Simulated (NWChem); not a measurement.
Polarisability of ClNa

```
Na
Cl 1 2.3404
```
Charge 0, spin multiplicity 1.

The numbers come from NWChem runs, not from measurements. All single points use one geometry, from B3LYP/def2-SVP, a minimum by its harmonic frequencies.

Basis set: Sadlej pVTZ. Static limit.

The correlated methods keep 6 core orbitals frozen. B3LYP has NWChem's definition, with VWN1-RPA local correlation. The structure started from a generated list of species. Coupled-cluster values serve here as a point of comparison, not as the truth.

### Question
For the isotropic polarisability, BHandHLYP gives 29.54 bohr³ and B3LYP gives 33.24 bohr³. What do PBE, CCSD linear response, HF give?

### Answer
PBE: 36.13 bohr³; CCSD linear response: 30.39 bohr³; HF: 26.44 bohr³.
